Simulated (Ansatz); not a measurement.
The first iterations of a band of BFH2 + Cl (5 atoms, charge 0, multiplicity 2).

The calculation used Ansatz, UKS PBE0-D4/cc-pVDZ.

```
movable images  : 7
climbing image  : yes
spring          : 5.0 eV/Å²
optimiser       : quadratic models (default)
start path      : through a guess of the saddle point
force threshold : 0.05 eV/Å
iteration limit : 60
end points      : relaxed
```

First end point:

```xyz
5
Properties=species:S:1:pos:R:3
B -0.106 0.000 -0.024
F -0.697 0.077 1.173
H 1.092 -0.127 -0.049
H -0.828 0.065 -0.989
Cl 0.540 -0.016 3.638
```

Last end point:

```xyz
5
Properties=species:S:1:pos:R:3
B -0.012 -0.010 -0.143
F 0.006 0.009 1.191
H 1.048 -0.132 -0.709
H -1.086 0.092 -0.685
Cl 0.044 0.040 4.095
```

| iteration | highest image above the first end (eV) | largest band force component (eV/Å) |
| --- | --- | --- |
| 1 | 2.451 | 10.790 |
| 2 | 1.221 | 6.943 |
| 3 | 0.437 | 1.916 |
| 4 | 0.350 | 3.310 |
| 5 | 0.137 | 1.086 |

Question: Does the band converge within its limit, and where does its top end?

Answer: The run converged. It ended after 16 iterations with the highest image 0.022 eV above the first end. The highest image is an end point: on this band no image between the ends rises above it. A vibrational analysis next to that end finds imaginary modes (45i cm⁻¹), so it isn't a minimum.

Run time: 2.6 min on 2 threads of INTEL(R) XEON(R) PLATINUM 8581C CPU @ 2.10GHz (Emerald Rapids), on a shared host, peak memory 0.16 GiB.
